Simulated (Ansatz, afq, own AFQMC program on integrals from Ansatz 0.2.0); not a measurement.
Integrals from Ansatz 0.2.0, then the random walk in our own AFQMC program (afq).

```yaml
crystal:
  periodic: [false, false, false]
  atoms:
    - {symbol: Si, position_ang: [0.000000, 0.000000, 0.000000]}
    - {symbol: P, position_ang: [0.000000, 0.000000, 4.348000]}
basis:
  gaussian: {orbitals: 6-31G}
magnetization: {spin_polarized: false, initial_magnetization: 3}
correlation: {method: ccsd_t, electrons: outside_noble_gas, hamiltonian_folder: ham}
```

```sh
$ ansatz run in.yaml --threads 1 --pin off --events-out ev --progress --plain --max-ram 16896MiB --backend cuda --devices 0, --max-vram 18GiB
```

afq runs on the folder ham with

```
--method free --trial hf --walkers 50 --time-step 0.02 --max-blocks 120 --target-error 0.00144 --factor-cut 0.001 --seed 2698 --times 0.0,0.4,0.8,1.6,2.4 --taylor-order 10
```

Times are imaginary, in 1/Eh. The walk had a cap of 60 s.

```
orbitals 16  electrons 6 3  factors 57 of 280
reference energy -629.40760515 Eh
CCSD correlation -0.14384743 Eh in 32 cycles, weight of the determinant in the CISD state 0.2820
repeat  energy at the last time / Eh  error
    10  -629.558098  0.005686
    20  -629.558794  0.003651
    30  -629.558548  0.002988
    40  -629.556283  0.002505
    50  -629.555906  0.002265
    60  -629.556460  0.002114
    70  -629.555763  0.001973
    80  -629.555495  0.001804
    90  -629.555502  0.001765
   100  -629.554874  0.001703
   110  -629.554676  0.001593
   120  -629.554467  0.001484
time / (1/Eh)  energy / Eh  error  mean overlap
  0.00  -629.551473  0.000964  1.0000
  0.40  -629.552515  0.001031  0.9924
  0.80  -629.551633  0.001170  0.9900
  1.60  -629.553923  0.001358  0.9847
  2.40  -629.554467  0.001484  0.9825
energy -629.554467 +/- 0.001484 Eh
```

Problem. Estimate how long the walk took on 1 × NVIDIA H100 80GB HBM3 with 2 threads of AMD EPYC 7R13 Processor (Zen 3), with other jobs on the host (the card was shared).

Solution. 28 s of wall time.

The run passed its tests (error under three times the target), which doesn't prove that it has relaxed.

Against this walk (error 40.4 meV) on the same determinant: CCSD(T) 299.5 meV lower, CCSDT(Q) 96.0 meV lower, CCSDTQ 89.7 meV lower, full CI 89.9 meV lower. The error is statistical, and a free projection of finite length keeps a remainder of its start. The determinant is a poor start (see the cautions), so the low cluster orders aren't to be relied on, and full CI is the sure value.

Cautions: remainder of the start not in the error; lower spins were not checked; a spin-contaminated unrestricted determinant lies lower (UHF 2.46 eV lower, ⟨S²⟩ 4.73); the search met a lower determinant of the same kind, perhaps of another symmetry (1.38 eV lower); strong correlation (T1 0.208, weight of the determinant 0.28, largest double 1.02); (T) is large, 10 % of the CCSD correlation; CCSD(T) is in doubt: among natural orbitals it converges to other amplitudes; the CCSDT(Q) amplitudes may be one of several solutions (largest double 0.92); the CCSDTQ amplitudes may be one of several solutions (largest double 0.90); the next higher spin lies close (within 5 meV by full CI); the coarse factor cut changes the integrals a little.

CCSDT and higher add their correlation energy to the determinant of the CCSD(T) run, since their own runs factorise the integrals more tightly (a shift of under 2 meV).
